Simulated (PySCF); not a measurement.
An unknown is described by computed data only.

Formula: C4H4FN.

- UV, first state: lowest singlet excitation: 5.79 eV (214 nm, f = 0.002) [TDDFT PBE0/def2-SVPD]
- NMR, other nuclei: isotropic shieldings of nuclei other than C and H, by class: 111 (1 N), 321 (1 F) ppm [GIAO PBE0/pcSseg-1]
- Triplet: lowest triplet excitation (Tamm–Dancoff): 4.40 eV [TDA PBE0/def2-SVPD]
- UV, strongest line: among the 6 lowest singlet transitions: S3 at 6.59 eV (188 nm, f = 0.138) [TDDFT PBE0/def2-SVPD]
- 13C NMR: chemical shifts (computed TMS as zero) by class: 154.8 (1 C), 112.1 (1 C), 109.7 (1 C), 90.8 (1 C) ppm [GIAO PBE0/pcSseg-1]
- Rotational structure: rotational constants A, B, C: 9.051, 3.583, 2.567 GHz [GFN2-xTB]

Gas-phase values; electronic properties from PySCF, density fitting. Levels stand in brackets. NMR shifts are as computed; neighbouring signals can stand in another order in a measured spectrum. Isolated species at its GFN2-xTB geometry, gas phase. NMR classes are plain means over equivalent atoms (diastereotopic ones count apart unless rotation or inversion swaps them), as if these changed places fast.

Question: Give a SMILES that accounts for the data.

Answer: Numbering: `[F:1][c:2]1[cH:3][cH:4][cH:5][nH:6]1`. Its formula, C4H4FN, gives 3 degrees of unsaturation: 1 ring and 2 π bonds in the structure found (Kekulé form). 4 carbons fall into 4 classes; from least to most shielded: aromatic C–F carbon [C2] (154.8 ppm), aromatic CH carbon [C4] (112.1 ppm), aromatic CH next to a ring nitrogen [C5] (109.7 ppm), aromatic CH carbon [C3] (90.8 ppm). The other shieldings belong to: 111 ppm, pyrrole-type nitrogen [N6]; 321 ppm, aryl fluorine [F1]. The optimised geometry has point group Cs and is an asymmetric top. Structure: `Fc1ccc[nH]1`. Computed isomers that give other values at the same levels: `C/C(F)=C\C#N` (13C chemical shifts (computed TMS as zero) by class: 190.6 (1 C), 119.7 (1 C), 86.7 (1 C), 20.1 (1 C) ppm); `N#CC/C=C/F` (13C chemical shifts (computed TMS as zero) by class: 162.6 (1 C), 121.1 (1 C), 110.4 (1 C), 16.2 (1 C) ppm); `[H]/N=C\C#CCF` (13C chemical shifts (computed TMS as zero) by class: 154.9 (1 C), 95.2 (1 C), 94.9 (1 C), 73.2 (1 C) ppm). The assignments are read from this structure; whether some other isomer fits the data as well wasn't checked.
